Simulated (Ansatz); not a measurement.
C3H5NO can be A, `NC1CC1=O`, or B, `OC1=NCC1`.

Isolated molecules relaxed with PBE0-D4/def2-TZVP in Ansatz; ΔE leaves out vibrations. CCSD(T)/CBS adds triple-zeta CCSD(T) − MP2 to the extrapolated MP2 energy (def2 sets, frozen cores). Functionals use def2-TZVPP. One conformer a species, not always the lowest.

Q: Which isomer does CCSD(T)/CBS put lower? Give the gap. (Estimate.)

A: Ansatz gave: B, by 22.4 kcal/mol.

Q: Give E(B) − E(A) in kcal/mol with PBE0-D4, r2SCAN-D4, B2PLYP, ωB97M-V, HF/def2-TZVPP, LDA (SPW92), CCSD(T)/def2-SVP. (An estimate is asked.)

A: Ansatz gave: PBE0-D4 -20.9, r2SCAN-D4 -19.7, B2PLYP -20.6, ωB97M-V -21.5, HF/def2-TZVPP -22.2, LDA (SPW92) -21.7, CCSD(T)/def2-SVP -21.2. None reverses the order clearly.

Q: Does the order hold for the free energy at 298.15 K (harmonic terms from PBE0-D4)? (Estimate.)

A: Ansatz gave: Yes: G(B) − G(A) = -20.0 kcal/mol, for one conformer each.

Largest T1 diagnostic: 0.014.

From PBE to PBE0 (25 % exact exchange), in def2-TZVPP and without D4, E(B) − E(A) moves by −1.8 kcal/mol. Leaving LDA and LC-ωPBE aside and taking each functional with its dispersion term where it has one, the values, not all of them listed here, spread over 4.6 kcal/mol, from PBE-QIDH to BLYP-D4. LDA lies −2.6 kcal/mol from PBE without D4.
